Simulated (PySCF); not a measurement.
# FHSi (HSiF): the cost of one run

The runs use PySCF 2.14.0, with density-fitted response routines of our own; the level of theory stands in each step. All values are computed, except where a source is named. Atoms are numbered from 0 throughout.

## Step 1: The starting structure

3 atoms, charge 0, multiplicity 1; geometry from: GFN2-xTB. The atoms were then displaced at random by about 0.01 Å, so the start is not that level's minimum.

Bonds of the start (Å): F0–Si1 1.67, Si1–H2 1.49.

## Step 2: Relaxing the molecule at PBE0-D3(BJ)/def2-SVP

What the job is given:

```
{"job": {"xc": "PBE0", "basis": "def2-SVP", "d3": "d3bj", "grid": 1, "shake": 0.01, "kind": "geom"}, "charge": 0, "multiplicity": 1}
F      1.204690    -0.349260     0.002480
Si    -0.096190     0.704470    -0.015090
H     -1.102490    -0.390150    -0.006570
```

Started as:

```bash
OMP_NUM_THREADS=1 python probes_run.py task.json out
```

The driver reads the jobs from task.json and runs them one after another.

Q: Estimate the wall time and peak memory of this first job on 1 thread of Arm Neoverse V2, shared host.

About 1.2 s, with a peak of 0.25 GiB.
